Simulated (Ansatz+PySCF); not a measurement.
A calculation with PySCF 2.14.0.

```python
from pyscf import gto, scf, mp

# the (T+d) and (D+d) sets load through basis_set_exchange
mol = gto.M(atom="""
S 0.025000 0.000000 0.000000
H 1.315200 0.000000 0.000000
""", basis={'H': 'cc-pvtz', 'S': 'cc-pv(t+d)z'}, charge=0, spin=1)
mf = scf.UHF(mol)
mf.kernel()
pt = mp.MP2(mf, frozen=5).run()
print(mf.e_tot, pt.e_corr, pt.e_tot)
```

The script is written out from the run's settings.

The run gave:

| Item | Value |
| --- | --- |
| Converged | yes |
| Reference energy | -398.10530 hartree |
| Correlation energy | -0.15118 hartree |
| Total energy | -398.25648 hartree |
| Spin squared of the determinant | 0.764 |
